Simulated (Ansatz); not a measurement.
Cartesian coordinates (Å):
SMILES: [CH3-]
```xyz
4

C     -0.0120    -0.0029     0.2616
H      1.0158    -0.1321    -0.1395
H     -0.6110    -0.8040    -0.2214
H     -0.3796     0.9424    -0.1913
```
Charge -1, spin multiplicity 1.

Computed with frozen-core CCSD(T)/aug-cc-pVTZ // ωB97X-D3(BJ)/def2-TZVPD (Ansatz, an electronic-structure program).

- HF energy = -39.52240 Ha
- MP2 correlation energy = -0.21696 Ha

Estimate the CCSD correlation energy, the (T) correction, the total energy and the T1 diagnostic.


- CCSD correlation energy = -0.23052 Ha
- (T) correction = -0.00989 Ha
- CCSD(T) total energy = -39.76280 Ha
- T1 diagnostic = 0.013
